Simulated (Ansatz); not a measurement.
Cubic perovskite KTaO₃

Computed with LDA (PAW; Ansatz, a program for electronic structure).

Settings: plane-wave cutoff 500 eV, 10×10×10 k mesh, gaussian smearing 0.02 eV, scalar-relativistic PAW data made under PBE.

Cell (relaxed at this level):

```cif
data_KO3Ta
_chemical_formula_sum 'K1 Ta1 O3'
_space_group_name_H-M_alt 'Pm-3m'
_space_group_IT_number 221
_space_group_name_Hall '-P 4 2 3'
_cell_length_a 3.95215
_cell_length_b 3.95215
_cell_length_c 3.95215
_cell_angle_alpha 90.000
_cell_angle_beta 90.000
_cell_angle_gamma 90.000
loop_
_atom_site_label
_atom_site_type_symbol
_atom_site_symmetry_multiplicity
_atom_site_Wyckoff_symbol
_atom_site_fract_x
_atom_site_fract_y
_atom_site_fract_z
_atom_site_occupancy
K1 K 1 b 0.50000 0.50000 0.50000 1
Ta1 Ta 1 a 0.00000 0.00000 0.00000 1
O1 O 3 d 0.00000 0.00000 0.50000 1
```

```yaml
band_gap: 2.13 eV (on the SCF k mesh)
```

Measured, for comparison: band gap 3.64 eV (temperature not stated, not corrected to a static lattice, indirect; as tabulated in Himmetoglu and Janotti (2016), arXiv:1601.06205).

Spin–orbit coupling is not included.

It cost roughly 27 core-seconds of CPU time.
